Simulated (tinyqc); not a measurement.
Worked calculation (part 2 of 2): UHF in the sto-3g basis, for OH+, spin multiplicity 3. Computed by tinyqc, a small Python program that keeps every step (integrals from PySCF). Command: `OMP_NUM_THREADS=1 python tinyqc.py 20313 20314 out.jsonl` (the two numbers bound the seeds that draw the settings). One thread of a shared host (Intel(R) Xeon(R) Processor @ 2.60GHz), about 0.1 s of CPU time with the checks.

Geometry (angstrom):
```
atom,x,y,z
O,0.0000,0.0000,0.0000
H,0.0000,0.0000,1.5510
```

## Convergence

Stop when the energy changes by less than 1e-09 hartree and every element of the error matrix X^T (F D S - S D F) X (for each spin) is below 9e-06.

Course of the cycle:
```
iteration,E (hartree),change,largest element of the error matrix
1,-73.766919,-,1.10e-01
2,-73.881997,-1.15e-01,7.19e-02
3,-73.940574,-5.86e-02,3.96e-02
4,-73.962833,-2.23e-02,2.20e-02
5,-73.970994,-8.16e-03,1.38e-02
6,-73.974427,-3.43e-03,1.08e-02
7,-73.976307,-1.88e-03,9.63e-03
8,-73.977629,-1.32e-03,8.98e-03
9,-73.978692,-1.06e-03,8.40e-03
10,-73.979587,-8.95e-04,7.80e-03
11,-73.980342,-7.55e-04,7.18e-03
12,-73.980971,-6.29e-04,6.54e-03
13,-73.981487,-5.16e-04,5.90e-03
14,-73.981902,-4.15e-04,5.27e-03
...,...,...,...
40,-73.983244,-9.06e-08,7.54e-05
41,-73.983244,-6.36e-08,6.31e-05
42,-73.983244,-4.46e-08,5.29e-05
43,-73.983244,-3.13e-08,4.43e-05
44,-73.983244,-2.19e-08,3.71e-05
45,-73.983245,-1.54e-08,3.10e-05
46,-73.983245,-1.08e-08,2.60e-05
47,-73.983245,-7.54e-09,2.17e-05
48,-73.983245,-5.28e-09,1.82e-05
49,-73.983245,-3.70e-09,1.52e-05
50,-73.983245,-2.59e-09,1.27e-05
51,-73.983245,-1.82e-09,1.07e-05
52,-73.983245,-1.27e-09,8.93e-06
53,-73.983245,-8.92e-10,7.47e-06
```

PySCF UHF in the same basis, after a stability check = -73.983245 hartree

Converged in 53 iterations.

## Populations, bond orders and dipole

D(alpha) after iteration 53, lower triangle:
```
,1O 1s,1O 2s,1O 2px,1O 2py,1O 2pz,2H 1s
1O 1s,1.0591
1O 2s,-0.2498,1.0572
1O 2px,0.0000,0.0000,1.0000
1O 2py,0.0000,0.0000,0.0000,1.0000
1O 2pz,0.0056,-0.0285,0.0000,0.0000,0.9295
2H 1s,-0.0036,0.0035,0.0000,0.0000,0.1386,0.0207
```

D(beta) after iteration 53, lower triangle:
```
,1O 1s,1O 2s,1O 2px,1O 2py,1O 2pz,2H 1s
1O 1s,1.0587
1O 2s,-0.2486,1.0548
1O 2px,0.0000,0.0000,0.0000
1O 2py,0.0000,0.0000,0.0000,0.0000
1O 2pz,0.0259,-0.1261,0.0000,0.0000,0.4134
2H 1s,0.0011,-0.0393,0.0000,0.0000,0.4270,0.4493
```

overlap S, lower triangle:
```
,1O 1s,1O 2s,1O 2px,1O 2py,1O 2pz,2H 1s
1O 1s,1.0000
1O 2s,0.2367,1.0000
1O 2px,0.0000,0.0000,1.0000
1O 2py,0.0000,0.0000,0.0000,1.0000
1O 2pz,0.0000,0.0000,0.0000,0.0000,1.0000
2H 1s,0.0138,0.1813,0.0000,0.0000,0.1823,1.0000
```

Mulliken: Z minus the diagonal of D S on the atom; Loewdin: the same with S^(1/2) D S^(1/2); Mayer order: 2 sum_s sum (D(s) S)_ij (D(s) S)_ji over the two atoms.

Charges (e):
```
atom,Mulliken,Loewdin,Mulliken spin
1O,0.5666,0.5851,2.4734
2H,0.4334,0.4149,-0.4734
```

Mayer bond orders:
```
pair,order
2-1,0.5881
```

dipole moment about the origin, x y z (debye): 0.0000  0.0000  3.5279

<S^2> of the determinant (pure state: 2) = 2.2865
